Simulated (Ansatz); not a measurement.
# Down a group: atomization energies of HAl–NH, HN–GaH

Ansatz 0.2.0, basis cc-pVDZ; geometries are PBE0/def2-TZVP minima. Wave-function levels freeze the cores with the filled d shells of p-block atoms; HF, MP2 and coupled cluster are restricted for singlets and unrestricted otherwise, atoms included (their steps beyond CCSDT(Q) come from restricted open-shell runs), restricted open-shell where a d shell is frozen. NEVPT2 stands on CASSCF in the full valence space. The reference is CCSDTQ (coupled cluster only where its series has nearly closed). An error is the level's value less the reference. None of these values is a measured one. Energies are electronic, without zero-point terms. No spin–orbit coupling and no scalar relativity. The set is small: it underbinds, by tens of kJ/mol for each bond, so near ties and functionals' places can change in larger sets. The species are chosen: bound, without strong static correlation by their natural occupations or amplitudes, in their lowest spin state as far as vertical gaps and like structures tell, and with a ladder that closes on the reference, so errors are smaller than for species at large; levels whose determinant breaks symmetry or spin markedly are left out.

```
        species                                                               bonds (Å)     quantity  symmetry of the states  reference  value (kcal/mol)  error CCSD  error CCSD(T)  error CCSDT  error CCSDT(Q)  error NEVPT2
HAl–NH, singlet  N–Al 1.614, Al–H 1.559, N–H 0.997, angles at N 169°, angles at Al 174°  atomization                      A'     CCSDTQ             207.5        -6.7           -0.9         -0.7             0.2          -3.3
HN–GaH, singlet  N–Ga 1.692, N–H 1.013, Ga–H 1.530, angles at Ga 164°, angles at N 122°  atomization                      A'     CCSDTQ             194.1        -7.8           -0.9         -0.8             0.3          -3.5
```

The reference falls from Al to Ga, by 13.4 kcal/mol in all.
